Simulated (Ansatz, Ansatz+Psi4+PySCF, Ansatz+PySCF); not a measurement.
```json
{"atom": "F", "x (Å)": "0.0000", "y (Å)": "0.1719", "z (Å)": "-1.2316"}
{"atom": "O", "x (Å)": "0.0000", "y (Å)": "-0.4951", "z (Å)": "0.1853"}
{"atom": "O", "x (Å)": "0.0000", "y (Å)": "0.3232", "z (Å)": "1.0463"}
```

Basis set: cc-pVTZ (spherical functions). Correlated methods keep 3 orbitals frozen. Correlation on ROHF uses semicanonical orbitals with singles. Charge 0, multiplicity 2.

Computed with Ansatz (development build ahead of 0.2.0); each method stands on the lowest determinant of its kind that the runs found.

The atomization energy at this shape (free ground-state atoms in the same class of orbitals less the molecule, no zero-point energy) of doublet O2F:

```
      method  atomization energy
ROHF-CCSD(T)        503.8 kJ/mol
    ROHF-MP2        530.2 kJ/mol
         UHF        -12.0 kJ/mol
```

(1) What does UHF-MP2 give?

Results:

(1) 438.0 kJ/mol. Caution for ROHF-CCSD(T), ROHF-MP2: an unrestricted determinant lies well below; large amplitudes, a single reference is doubtful. Caution for UHF-MP2: another reference gives a lower total. Caution for UHF-MP2, UHF: the unrestricted determinant is spin contaminated.
